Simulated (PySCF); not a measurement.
AlFH5N.
Geometry (GFN2-xTB, Å), atoms numbered from 1 in this order:
```xyz
8
AlFH5N angstrom
N     -0.989   -0.019   -0.065
Al     1.082   -0.061    0.048
F      1.219    1.563    0.369
H     -1.347    0.326    0.824
H     -1.251    0.649   -0.788
H     -1.436   -0.908   -0.269
H      1.441   -0.518   -1.383
H      1.290   -1.023    1.238
```

The closed-shell SCF was solved with PySCF and density fitting under several settings on one GFN2-xTB geometry (grid level 2 and gas phase unless stated).

```tsv
settings	basis functions	SCF cycles	E (Eh)	HOMO (eV)	LUMO (eV)	dipole (D)
LDA/MINI, energy threshold 1e-06 Eh	24	7	-395.4582	-6.14	-0.15	6.24
PBE0/def2-SVP	71	12	-399.6483	-7.45	0.33	5.61
```

Problem. Estimate the rows for these settings: (1) PBE0/aug-cc-pVDZ; (2) BHandHLYP/pcSseg-1, IEF-PCM chloroform.

Solution. 
```csv
settings,basis functions,SCF cycles,E (Eh),HOMO (eV),LUMO (eV),dipole (D)
PBE0/aug-cc-pVDZ,118,12,-399.8666,-7.60,-0.91,5.36
"BHandHLYP/pcSseg-1, IEF-PCM chloroform",83,12,-400.0564,-9.15,1.37,6.19
```

Problem. Over all rows, what range does the HOMO–LUMO gap span?

Solution. From 5.99 eV (LDA/MINI, energy threshold 1e-06 Eh) to 10.52 eV (BHandHLYP/pcSseg-1, IEF-PCM chloroform). The functional of the narrowest has no exact exchange, that of the widest 50 % exact exchange.

Problem. And the dipole moment?

Solution. From 5.36 D (PBE0/aug-cc-pVDZ) to 6.24 D (LDA/MINI, energy threshold 1e-06 Eh); the largest is 1.16 times the smallest, and the median is 5.90 D.

Problem. Compare two rows with the functional PBE0: PBE0/aug-cc-pVDZ and PBE0/def2-SVP. Which energy is lower, and by how much?

Solution. PBE0/aug-cc-pVDZ (118 functions) lies 0.2183 Eh or 137 kcal/mol below PBE0/def2-SVP (71 functions).

Whole jobs, the steps after the SCF included, on Arm Neoverse V1, one thread, no GPU, on a shared host:

```
                              settings                           work after the SCF  wall time  peak memory
   LDA/MINI, energy threshold 1e-06 Eh  spin–spin couplings from 8 perturbed nuclei      1.0 s     0.39 GiB
                         PBE0/def2-SVP                                   shieldings      2.2 s     0.39 GiB
                      PBE0/aug-cc-pVDZ      shieldings, charges and field gradients      5.5 s     0.50 GiB
BHandHLYP/pcSseg-1, IEF-PCM chloroform                                   shieldings      3.3 s     0.38 GiB
```

Cycle counts include a coarse-grid stage where the run had one. Geometry: GFN2-xTB; no vibrations or thermal averaging.
